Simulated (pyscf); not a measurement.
PySCF, gas phase, ωB97X-D3(BJ)/def2-SVP geometries.

Q: Estimate by transition-state theory the rate constant of HO–SiH•–OH + ammonia (NH₃) → HO–SiH₂–OH + amino radical (NH₂•) (doublet surface; H–N broken, H–Si formed) at 900 K, with ωB97M-D3(BJ)/def2-TZVP energies (ideal gas, 1 atm, RRHO with modes under 100 cm⁻¹ raised to 100, one conformer, R ln 2 for chiral ones without a mode under 150 cm⁻¹; no tunnelling).

A: The electronic barrier is 20.3 kcal/mol and the thermal terms add +24.6, so ΔG‡ = 44.9 kcal/mol. With k_BT/h = 1.88e+13 s⁻¹ and RT = 1.788 kcal/mol, and a volume of 1.23e-19 cm³ per molecule at 1 atm, k = 2.8e-17 cm³ molecule⁻¹ s⁻¹. Wigner's tunnelling factor for 1157i cm⁻¹ would be 1.14. A shift of 1 kcal/mol in the barrier changes k by a factor 1.7. One saddle was located; it need not be the lowest between these sides. The angle at the transferred H is 147°.
